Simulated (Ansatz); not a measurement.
Results of r²SCAN+rVV10 in Ansatz (PAW) for rock-salt RbBr.

Numerical settings: plane-wave cutoff 560 eV, 8×8×8 k mesh, Fermi–Dirac smearing 0.01 eV, scalar-relativistic PAW data made under PBE.

Results at a series of volumes:

```csv
V (Å³/atom),E − E_lowest (meV/atom)
37.711,8.01
38.513,3.40
39.316,0.81
40.118,0.00
40.920,0.76
41.723,2.93
42.525,6.33
```

### Question
Estimate the bulk modulus and its pressure derivative from these points.

### Answer
V0 = 40.113 Å³/atom, B0 = 15.8 GPa, B′ = 5.1 (fit to the energies at full precision).

Measured, for comparison: bulk modulus 16 GPa (4 K, zero-point motion not removed; as tabulated in Doll and Stoll (1998), arXiv:cond-mat/9801031); equilibrium volume per atom 39.69 Å³/atom (low temperature, zero-point motion not removed; as tabulated in Doll and Stoll (1998), arXiv:cond-mat/9801031). Computed (rounded) less measured: bulk modulus -1 %, equilibrium volume per atom +1.1 %.

Ansatz is a quantum-chemistry and plane-wave program.
